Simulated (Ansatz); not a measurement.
## Relaxing Ca₂F

Computed with DFT r2SCAN, scalar-relativistic, plane waves, PAW in Ansatz. Cutoff 500 eV, Γ-centred k mesh, Gaussian smearing, no spin polarisation in the final step.

Ca₂F was placed on the AlB2 structure type (P6/mmm, No. 191), with F in place of Al, Ca in place of B, at a guessed volume.

```xyz
3
Lattice="4.4713 0.0000 0.0000 -2.2356 3.8722 0.0000 0.0000 0.0000 4.8278" Properties=species:S:1:pos:R:3 pbc="T T T"
Ca    0.0000    2.5815    2.4139
Ca    2.2356    1.2907    2.4139
F     0.0000    0.0000    0.0000
```

Cell and atoms relax at zero pressure; the relaxation can't lower the symmetry of the start.

Energies over the elements count from the elements' standard structures at the same level (F₂ as a molecule), with no empirical corrections.

(1) Describe the relaxed structure.

(2) What are its volume, energy, density and gap?

Results:

(1) It keeps P6/mmm (No. 191), but not the shape of the type it started on. Conventional cell: a = 5.826 Å, c = 3.484 Å. Ca is coordinated by 5 Ca at 3.36–3.48 Å and 6 F at 3.79 Å; around F lie 2 F at 3.48 Å and 12 Ca at 3.79 Å.

```xyz
3
Lattice="5.8263 0.0000 0.0000 -2.9131 5.0457 0.0000 0.0000 0.0000 3.4839" Properties=species:S:1:pos:R:3 pbc="T T T"
Ca    0.0000    3.3638    1.7419
Ca    2.9131    1.6819    1.7419
F     0.0000    0.0000    0.0000
```

(2) The volume per atom is 34.1 Å³. The density is 1.6 g/cm³, the energy over the elements is -0.35 eV/atom and the gap on the 12×12×14 mesh is 0 eV (a metal).

The final run used a 12×12×14 mesh on its 3-atom cell and 0.10 eV smearing. The k mesh leaves about 4 meV/atom of noise in metals. Weakly bound directions are ill-defined at this level, which has no dispersion term. Symmetry constrained the relaxation, so the result can be a saddle point.

Cost: 3 runs of about 8.6 core-minutes in all, on Arm Neoverse V1 (shared hosts).